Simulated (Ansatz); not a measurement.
Born–Oppenheimer molecular dynamics of CH5 (6 atoms, charge 0, multiplicity 2). It starts from a rough guess of a transition structure, not a stationary point.

These are results of UKS B3LYP-D4/6-31G* (Ansatz 0.2.0), not measurements.

| Item | Value |
| --- | --- |
| ensemble | NVE (velocity Verlet) |
| time step | 0.5 fs |
| steps asked | 150 |
| starting velocities drawn for | 100 K |
| seed | 934520 |

First frame:

```xyz
6
Properties=species:S:1:pos:R:3
H -0.667 -0.606 0.095
H -1.386 -1.262 0.203
C 0.361 0.329 -0.053
H 1.267 -0.254 -0.041
H 0.166 0.806 -0.998
H 0.259 0.987 0.794
```

Q: How far do the bonds stretch over the last three quarters of this one trajectory? (Pairs bonded in most of those frames.)

A: 
```tsv
bond	mean (Å)	spread (Å)	shortest	longest
H1–C3	1.109	0.063	1.01	1.20
C3–H4	1.094	0.011	1.08	1.12
C3–H5	1.094	0.012	1.07	1.12
C3–H6	1.095	0.016	1.07	1.12
```

Mean temperature of the second half: 790 K. The conserved energy stayed within 0.35 meV per atom of its start (net change -0.19 meV per atom), so the integration is sound. The system heated up, since it started high on the potential surface and ran downhill. A run of 0.075 ps of so small a system gives no equilibrium averages.

Run time: 70 s on 1 thread of Arm Neoverse V2, on a shared host, peak memory 0.08 GiB.
